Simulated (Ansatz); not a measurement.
A nudged elastic band was laid between two geometries of CH8AlN (11 atoms, charge 0, multiplicity 1).

Level of theory: RKS r2SCAN/def2-SVP (Ansatz).

```json
{
 "movable images": "5",
 "climbing image": "yes",
 "spring": "5.0 eV/Å²",
 "optimiser": "fire",
 "start path": "IDPP",
 "force threshold": "0.05 eV/Å",
 "iteration limit": "60",
 "end points": "relaxed",
 "largest step": "0.02 Å"
}
```

First end point:

```xyz
11
Properties=species:S:1:pos:R:3
C 1.260 0.109 -0.619
N 0.398 -0.206 0.537
Al -1.620 0.054 0.201
H 2.329 -0.040 -0.398
H 0.968 -0.532 -1.462
H 1.089 1.154 -0.912
H 0.659 0.371 1.342
H 0.545 -1.174 0.837
H -2.181 -0.384 1.643
H -1.627 1.623 -0.152
H -1.819 -0.975 -1.018
```

Last end point:

```xyz
11
Properties=species:S:1:pos:R:3
C 1.224 0.431 -0.546
N 0.371 0.037 0.592
Al -1.561 -0.475 0.082
H 1.268 -0.403 -1.259
H 0.761 1.288 -1.054
H 2.245 0.699 -0.232
H 0.323 0.795 1.279
H 0.786 -0.755 1.090
H -2.131 -0.821 1.544
H -2.030 0.909 -0.589
H -1.256 -1.705 -0.907
```

Question: Which bonds break or form, and what moves?

Answer: No bond is made or broken. The dihedral H6–C1–N2–Al3 goes from 59 to 180°. The two ends are copies of one structure, up to a mirror image or an exchange of like atoms.

Question: Give the energies along the band, and the barrier.

Answer: It converged. The highest image is number 3 of 0 to 6, 2.6 kcal/mol above the ends, which have the same energy within 2 meV. Another band between the same ends (5 images) ends at a top of the same energy, where a vibrational analysis finds 1 clearly imaginary mode.

```
image  path coordinate (Å)  energy (kcal/mol)  dihedral H6–C1–N2–Al3 (°)
    0                 0.00                0.0                         59
    1                 0.57                0.6                         79
    2                 1.14                1.9                         99
    3                 1.71                2.6                        120
    4                 2.28                1.9                        140
    5                 2.85                0.6                        160
    6                 3.42                0.0                        180
```

Question: What is the geometry of the highest image?

Answer: 
```xyz
11
Properties=species:S:1:pos:R:3:forces:R:3
C 1.246 0.353 -0.583 0.01 0.00 0.01
N 0.383 -0.006 0.573 -0.02 -0.01 0.05
Al -1.601 -0.359 0.125 -0.01 0.00 0.00
H 2.059 -0.376 -0.701 -0.03 0.01 -0.01
H 0.647 0.364 -1.504 0.02 0.01 -0.01
H 1.689 1.348 -0.441 -0.02 -0.02 -0.01
H 0.404 0.730 1.282 0.01 -0.01 0.00
H 0.738 -0.841 1.043 0.01 0.01 0.01
H -2.149 -0.702 1.597 0.02 0.00 0.01
H -1.989 1.074 -0.491 0.01 0.00 -0.02
H -1.425 -1.584 -0.900 0.00 0.01 -0.01
```

The run took 110 s on 2 threads of INTEL(R) XEON(R) PLATINUM 8581C CPU @ 2.10GHz (Emerald Rapids), on a shared host, peak memory 0.16 GiB.
